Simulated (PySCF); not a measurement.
# BH5P2: the cost of one run

Computed with PySCF 2.14.0, with density-fitted response routines of our own, on a single molecule in the gas phase. Atoms are numbered from 0 throughout.

**1. Starting geometry**

8 atoms, charge 0, multiplicity 1; geometry from: GFN2-xTB. The atoms were then displaced at random by about 0.01 Å, so the start is not that level's minimum.

Bonds of the start (Å): B0–P1 1.86, P1–P2 2.18, B0–H3 1.20, B0–H4 1.14, P1–H5 1.38, P2–H6 1.40, P2–H7 1.38.

**2. Optimising the geometry at PBE0-D3(BJ)/def2-SVP**

What the job is given:

```
{"job": {"xc": "PBE0", "basis": "def2-SVP", "d3": "d3bj", "grid": 1, "shake": 0.01, "kind": "geom"}, "charge": 0, "multiplicity": 1}
B      1.523220     0.249460    -0.176670
P      0.088430    -0.402540     0.805250
P     -1.660450    -0.174150    -0.468140
H      1.438540     1.336910    -0.669950
H      2.523660    -0.292600    -0.192420
H      0.254070    -1.762610     0.658030
H     -1.570660     1.219780    -0.440360
H     -2.541670    -0.193390     0.587280
```

Started as:

```bash
$ OMP_NUM_THREADS=1 python probes_run.py task.json out
```

This one command runs all jobs of the session in turn.

Q: Estimate the wall time and peak memory of this first job on 1 thread of Arm Neoverse V1, shared host.

About 18 s, with a peak of 0.32 GiB.
